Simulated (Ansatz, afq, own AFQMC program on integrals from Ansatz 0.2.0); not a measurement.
## SiH, quartet: a scan with AFQMC

```xyz
2

Si    0.0000    0.0000    0.0000
H     0.0000    0.0000    1.4995
```

The Si1–H2 distance is changed with both sides rigid. Energies in kcal/mol count from this geometry (1.500 Å) at the same level; the start stands on UHF, each point on the determinant named.

Basis cc-pVTZ. Only valence electrons are correlated. Ansatz 0.2.0 and our own AFQMC program on the same integrals; the CISD trial comes from CCSD amplitudes, and released means the phaseless constraint is let go. Error bars are statistical, one sigma.

Cautions, each for one point or more: lower spins were not checked.

| r(Si1–H2) / Å | det. | T1 | weight | ⟨S²⟩ | CCSD(T) | ph-AFQMC/CISD | released AFQMC | FCI | CCSDT(Q) | MP2 | CCSD |
| --- | --- | --- | --- | --- | --- | --- | --- | --- | --- | --- | --- |
| 1.180 | UHF | 0.025 | 0.95 | 3.75 | 31.7 | 31.8 ± 0.04 | 31.8 ± 0.02 | 31.9 | 31.9 | 30.2 | 31.4 |
| 1.803 | UHF | 0.035 | 0.92 | 3.78 | 9.3 | 9.3 ± 0.05 | 9.2 ± 0.03 | 9.2 | 9.2 | 11.7 | 9.7 |
| 2.413 | UHF | 0.021 | 0.92 | 3.78 | 28.4 | 28.5 ± 0.04 | 28.4 ± 0.03 | 28.4 | 28.4 | 29.3 | 28.4 |
| 3.363 | UHF | 0.011 | 0.93 | 3.76 | 32.8 | 32.9 ± 0.07 | 32.9 ± 0.02 | 32.8 | 32.9 | 32.6 | 32.6 |
| 4.974 | UHF | 0.011 | 0.93 | 3.76 | 33.2 | 33.4 ± 0.03 | – | 33.3 | 33.3 | 33.0 | 33.0 |

Weight is that of the determinant in the CISD state; at the start T1 is 0.032 and the weight 0.93, and ⟨S²⟩ is 3.75. A dash marks a missing value, a released energy that hasn't settled or a functional that sits on another state. Largest departures from full CI: CCSD(T) 0.1 kcal/mol at 1.803 (on UHF), ph-AFQMC/CISD 0.1 kcal/mol at 3.363 (on UHF) (within the noise), released AFQMC 0.0 kcal/mol at 1.803 (on UHF) (within the noise), CCSDT(Q) 0.0 kcal/mol at 2.413 (on UHF), MP2 2.5 kcal/mol at 1.803 (on UHF), CCSD 0.5 kcal/mol at 1.803 (on UHF).

Some points may be missing: those where a free walk finds a much lower state, and past Zn most of those on another determinant than at the start.

CCSDT and higher add their correlation energy to the determinant of the CCSD(T) run, since their own runs factorise the integrals more tightly (a shift of under 2 meV). A walk keeps the symmetry of its determinant, which the program's search chose and which needn't be the lowest solution, so a lower state of the same spin and another symmetry isn't excluded. Released energies are given only where the last usable release times agree within the noise; a slower fall can still hide under it.
